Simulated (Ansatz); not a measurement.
Basis-set extrapolation for C3H4FN (`C=NC(=C)F`) (PBE0-D4/def2-TZVP geometry, frozen core, the Gaussian-basis code of Ansatz). Multiplicity 1, RHF reference.

|  | def2-TZVPP | def2-QZVPP |
| --- | --- | --- |
| HF | -269.881103 | -269.892920 |
| MP2 correlation | -0.920123 | -0.988912 |
| CCSD(T) correlation | -0.986062 | not run |

Energies in hartree. Use E(X) = E(∞) + A·exp(−7.88·√X) for Hartree–Fock and E(X) = E(∞) + B·X^(−2.97) for correlation, with X = 3 and 4, and add CCSD(T) minus MP2 of the smaller set to the MP2 limit.

What is the CCSD(T) energy at the basis-set limit?

HF limit: -269.892920 + (-0.011817) × 0.13774 = -269.89455. MP2 limit: -0.988912 + (-0.068789) × 0.74074 = -1.03987. Higher-order term: -0.986062 − (-0.920123) = -0.06594. Total: -271.00036 hartree, 349.7 kJ/mol below CCSD(T)/def2-TZVPP.
